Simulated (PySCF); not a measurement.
Compound: C₃H₇N.
Bonds: C1–N2 (double), N2–C3, C3–C4. Hydrogens: H5, H6 on C1; H7, H8 on C3; H9, H10, H11 on C4.

The same species was optimised twice, with GFN2-xTB and with PBE0-D3(BJ)/def2-SVP (PySCF), and the same property calculations (PySCF, gas phase) were run on both structures.

| coordinate | GFN2-xTB | PBE0-D3(BJ)/def2-SVP | change |
| --- | --- | --- | --- |
| C1–H5 (Å) | 1.080 | 1.100 | +0.020 |
| C4–H11 (Å) | 1.086 | 1.100 | +0.014 |
| C4–H10 (Å) | 1.087 | 1.100 | +0.013 |
| C4–H9 (Å) | 1.088 | 1.101 | +0.013 |
| C1–H6 (Å) | 1.098 | 1.110 | +0.012 |
| C1=N2 (Å) | 1.249 | 1.261 | +0.012 |
| C3–H8 (Å) | 1.095 | 1.104 | +0.009 |
| N2–C3 (Å) | 1.432 | 1.441 | +0.009 |
| C3–H7 (Å) | 1.104 | 1.111 | +0.007 |
| C3–C4 (Å) | 1.527 | 1.520 | -0.007 |
| C1–N2–C3 (°) | 120.6 | 118.6 | -2.0 |
| H7–C3–H8 (°) | 108.7 | 107.0 | -1.7 |
| N2–C3–C4 (°) | 109.5 | 110.7 | +1.2 |
| N2–C1–H6 (°) | 124.4 | 123.4 | -1.0 |
| N2–C1–H5 (°) | 118.7 | 119.7 | +1.0 |
| H9–C4–H11 (°) | 108.6 | 107.8 | -0.8 |
| C3–C4–H10 (°) | 110.1 | 110.8 | +0.7 |
| C3–C4–H11 (°) | 109.7 | 110.4 | +0.7 |
| C1–N2–C3–C4 (°) | -122 | -122 | 0 |

Rotational constants: A = 25023, B = 4641, C = 4483 MHz (GFN2-xTB) against A = 24847, B = 4590, C = 4457 MHz (PBE0-D3(BJ)/def2-SVP). Point groups within 0.08 Å: C1 and C1.

On the GFN2-xTB structure: lowest singlet, TDDFT (eV) 4.90 [PBE0/def2-SVPD]; lowest triplet, Tamm–Dancoff (eV) 4.04 [PBE0/def2-SVPD]; isotropic polarisability (au) 47.2 [PBE0/def2-SVPD]; HOMO (eV) -7.21 [PBE0/def2-SVPD]; LUMO (eV) -0.26 [PBE0/def2-SVPD]; dipole (D) 1.39 [PBE0/def2-SVPD]; C1s of C1 (eV) 291.57 [delta-SCF UKS SCAN, pcX-2 on the ionised atom, pcseg-1 elsewhere, spin-free X2C]; N1s of N2 (eV) 404.88 [delta-SCF UKS SCAN, pcX-2 on the ionised atom, pcseg-1 elsewhere, spin-free X2C]; C1s of C3 (eV) 291.42 [delta-SCF UKS SCAN, pcX-2 on the ionised atom, pcseg-1 elsewhere, spin-free X2C]; C1s of C4 (eV) 290.56 [delta-SCF UKS SCAN, pcX-2 on the ionised atom, pcseg-1 elsewhere, spin-free X2C].

Q: What do these properties become on the PBE0-D3(BJ)/def2-SVP structure?

A: 
```csv
property,level,on GFN2-xTB,on PBE0-D3(BJ)/def2-SVP,change
"lowest singlet, TDDFT (eV)",PBE0/def2-SVPD,4.90,4.91,+0.01
"lowest triplet, Tamm–Dancoff (eV)",PBE0/def2-SVPD,4.04,4.04,0.00
isotropic polarisability (au),PBE0/def2-SVPD,47.2,47.9,+0.7
HOMO (eV),PBE0/def2-SVPD,-7.21,-7.31,-0.10
LUMO (eV),PBE0/def2-SVPD,-0.26,-0.36,-0.10
dipole (D),PBE0/def2-SVPD,1.39,1.44,+0.05
"energy, GFN2-xTB geometry as zero (kcal/mol)",PBE0/def2-SVPD,0.0,-0.7,-0.7
C1s of C1 (eV),"delta-SCF UKS SCAN, pcX-2 on the ionised atom, pcseg-1 elsewhere, spin-free X2C",291.57,291.67,+0.10
N1s of N2 (eV),"delta-SCF UKS SCAN, pcX-2 on the ionised atom, pcseg-1 elsewhere, spin-free X2C",404.88,404.93,+0.05
C1s of C3 (eV),"delta-SCF UKS SCAN, pcX-2 on the ionised atom, pcseg-1 elsewhere, spin-free X2C",291.42,291.46,+0.04
C1s of C4 (eV),"delta-SCF UKS SCAN, pcX-2 on the ionised atom, pcseg-1 elsewhere, spin-free X2C",290.56,290.66,+0.10
```

The heavy atoms differ by 0.016 Å rms after alignment. Among all bonds C1–H5 changes most (+0.020 Å). Changes are differences of the printed values. Neither structure is proved a minimum here.

Shape of the structure used: `[CH2:1]=[N:2][CH2:3][CH3:4]`: C1–N2–C3–C4 -122°.
